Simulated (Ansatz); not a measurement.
1T (CdI2-type) SnSe₂, treated with r²SCAN (PAW; Ansatz, a program for electronic structure).

Settings: plane-wave cutoff 600 eV, 12×12×6 k mesh (along the axes of the cell as run), finite displacements, scalar-relativistic PAW data made under PBE.

Computed at the level's own relaxed cell.

```cif
data_Se2Sn
_chemical_formula_sum 'Sn1 Se2'
_space_group_name_H-M_alt 'P 1'
_space_group_IT_number 1
_cell_length_a 3.84050
_cell_length_b 3.84050
_cell_length_c 6.52941
_cell_angle_alpha 90.000
_cell_angle_beta 90.000
_cell_angle_gamma 120.000
loop_
_space_group_symop_operation_xyz
  'x, y, z'
loop_
_atom_site_label
_atom_site_type_symbol
_atom_site_fract_x
_atom_site_fract_y
_atom_site_fract_z
_atom_site_occupancy
Sn1 Sn 0.00000 0.00000 0.00000 1
Se1 Se 0.33333 0.66667 0.24105 1
Se2 Se 0.66667 0.33333 0.75895 1
```

Harmonic phonon frequencies (cm⁻¹; i marks an imaginary mode; at Γ without the LO shift):

```json
[
 {"q point": "Γ", "frequencies": "0 0 0 116 116 145 145 187 250"},
 {"q point": "M", "frequencies": "62 76 104 129 149 157 177 177 223"},
 {"q point": "A", "frequencies": "16 16 25 111 111 149 149 186 258"}
]
```

No imaginary mode appears at these points.

Note: the cell comes from a level without a dispersion term, which matters for the spacing of layers, chains or molecules; the cell has widely spaced layers and the level no dispersion term, so their spacing and the moduli can rest on weak binding.
